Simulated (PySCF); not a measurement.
Species: C3H4FN.
Geometry (PBE0-D3(BJ)/def2-SVP, Å), atoms numbered from 1 in this order:
```
atom  x, y, z in Å
N1     1.9940    0.9136    0.5898
C2     1.0238    0.2681    0.0740
C3    -0.3557    0.6648    0.3267
C4    -1.4195    0.0287   -0.1720
F5    -1.3126   -1.0413   -0.9505
H6     2.8839    0.4955    0.3045
H7     1.1537   -0.6120   -0.5819
H8    -0.5208    1.5366    0.9639
H9    -2.4592    0.3161    0.0089
```

Level: CAM-B3LYP/def2-SVPD in PySCF, non-relativistic, on one gas-phase PBE0-D3(BJ)/def2-SVP geometry that isn't relaxed in the solvent. The solvent is an IEF-PCM continuum (cavity from Bondi-type radii × 1.2), and excitations are vertical TDDFT with non-equilibrium linear response and a frozen core. The model holds no explicit solvent molecules, cavitation or dispersion.

Gas-phase singlets (H = HOMO, L = LUMO):

```json
{"state": "S1", "E (eV)": "4.830", "λ (nm)": "257", "f": "0.001", "leading configurations": "H-1→L 95%"}
{"state": "S2", "E (eV)": "6.101", "λ (nm)": "203", "f": "0.524", "leading configurations": "H→L 96%"}
{"state": "S3", "E (eV)": "7.239", "λ (nm)": "171", "f": "0.015", "leading configurations": "H→L+1 90%"}
{"state": "S4", "E (eV)": "7.535", "λ (nm)": "165", "f": "0.020", "leading configurations": "H-1→L+2 56%, H-1→L+1 32%"}
{"state": "S5", "E (eV)": "7.624", "λ (nm)": "163", "f": "0.015", "leading configurations": "H→L+2 90%"}
```

Q: How does the list change in chloroform (ε = 4.711)?

A: 
| state | E (eV) | λ (nm) | f | leading configurations | change by rank (eV) |
| --- | --- | --- | --- | --- | --- |
| S1 | 4.941 | 251 | 0.001 | H-1→L 95% | +0.111 |
| S2 | 5.865 | 211 | 0.623 | H→L 97% | -0.236 |
| S3 | 7.273 | 170 | 0.018 | H→L+1 91% | +0.034 |
| S4 | 7.785 | 159 | 0.020 | H-1→L+2 47%, H-1→L+1 40%, H-1→L+3 9% | +0.250 |
| S5 | 7.818 | 159 | 0.025 | H→L+2 89% | +0.194 |

Q: What are the lowest 5 singlets in acetonitrile (ε = 35.69)?

A: 
| state | E (eV) | λ (nm) | f | leading configurations | change by rank (eV) |
| --- | --- | --- | --- | --- | --- |
| S1 | 4.997 | 248 | 0.001 | H-1→L 95% | +0.167 |
| S2 | 5.890 | 210 | 0.602 | H→L 97% | -0.211 |
| S3 | 7.299 | 170 | 0.017 | H→L+1 91% | +0.060 |
| S4 | 7.906 | 157 | 0.027 | H→L+2 85% | +0.371 |
| S5 | 7.908 | 157 | 0.017 | H-1→L+2 44%, H-1→L+1 42%, H-1→L+3 9% | +0.284 |

Q: The ground-state energy changes by -0.253 eV from gas to acetonitrile. By how much does the total energy of gas-phase S1 change?

A: E(S1) = E(S0) + excitation energy, so it changes by -0.253 + 0.167 = -0.086 eV: it is lowered less than the ground state, which is what a blue shift means. This is the vertical state, with the slow part of the continuum still set for S0.

Q: How do the frontier levels move from gas to acetonitrile?

A: 
```tsv
orbital	gas (eV)	solvent (eV)	change (eV)
LUMO+2	1.68	2.06	+0.38
LUMO+1	1.39	1.56	+0.17
LUMO	-0.32	-0.24	+0.08
HOMO	-8.97	-8.87	+0.10
HOMO-1	-9.36	-9.47	-0.11
HOMO-2	-11.81	-11.79	+0.02
HOMO-3	-12.69	-12.53	+0.16
```

The HOMO–LUMO gap goes from 8.64 to 8.63 eV.

Hardware: Arm Neoverse V2, one thread, shared host. Cost: 9.9 s. This is the whole response run at CAM-B3LYP/def2-SVPD in acetonitrile, SCF included.
